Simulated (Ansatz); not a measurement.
# Structure relaxation of V2O5

Level of theory: DFT r2SCAN, scalar-relativistic, plane waves, PAW (Ansatz 0.2.0). Cutoff 500 eV, Γ-centred k mesh, Gaussian smearing, no spin polarisation in the final step.

A relaxed cell is given with its space group left out.

```xyz
7
Lattice="5.5048 -1.4368 0.0000 5.5048 1.4368 0.0000 -0.2110 0.0000 5.4998" Properties=species:S:1:pos:R:3 pbc="T T T"
V     1.5230    0.0000    2.0277
V     9.2756    0.0000    3.4721
O    -0.1055    0.0000    2.7499
O     6.8289    0.0000    0.9932
O     3.9696    0.0000    4.5066
O     3.3477    0.0000    2.0689
O     7.4508    0.0000    3.4309
```

Energies over the elements count from the elements' standard structures at the same level (O₂ as a molecule), with no empirical corrections.

**Question.** What space group does it have?

**Answer.** C2/m (No. 12). Conventional cell: a = 11.010 Å, b = 2.874 Å, c = 5.504 Å, β = 92.2°. Around V lie 4 O at 1.78–1.83 Å and 2 O at 2.05 Å; O on Wyckoff site c (1 atom of the primitive cell) is coordinated by 2 V at 1.78 Å; around O on Wyckoff site i (2 atoms of the primitive cell) lie 2 V at 1.78 Å; around O on Wyckoff site i (2 atoms of the primitive cell) lie 1 V at 1.83 Å and 2 V at 2.05 Å.

**Question.** How far does it lie from the elements in energy?

**Answer.** -2.300 eV/atom.

**Question.** Is it a metal?

**Answer.** No, the gap on the 10×10×6 mesh is 1.67 eV.

The final run used a 10×10×6 mesh on its 7-atom cell and 0.02 eV smearing. Weakly bound directions are ill-defined at this level, which has no dispersion term.

This form isn't the usual stable structure of the compound.

Cost: 3 runs of about 17 core-minutes in all, on Arm Neoverse V2 (shared hosts).